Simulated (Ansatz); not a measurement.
```xyz
10

C     0.2057   -0.2278    1.3469
N     0.6574    0.8185    0.4628
C     0.2638    0.7659   -0.7408
N    -0.5762   -0.1528   -1.3098
H     0.6276   -0.0744    2.3404
H    -0.8891   -0.2423    1.4492
H     0.5184   -1.2292    1.0113
H     0.5840    1.5506   -1.4273
H    -0.7636   -1.0111   -0.8215
H    -0.6279   -0.1974   -2.3112
```

The species carries charge 0 and has multiplicity 1.

(1) List the PBE0/def2-TZVPP orbital energies in eV (Ansatz). (An estimate is asked.)

Answers

(1) Computed: Occupied: -391.92, -390.38, -279.72, -278.40, -26.63, -24.22, -19.53, -16.53, -15.23, -13.76, -12.10, -12.00, -10.63, -9.99, -7.02, -6.79. Lowest empty: 0.84, 0.97, 1.83, 2.66, 3.45, 3.67, 3.74, 4.06.
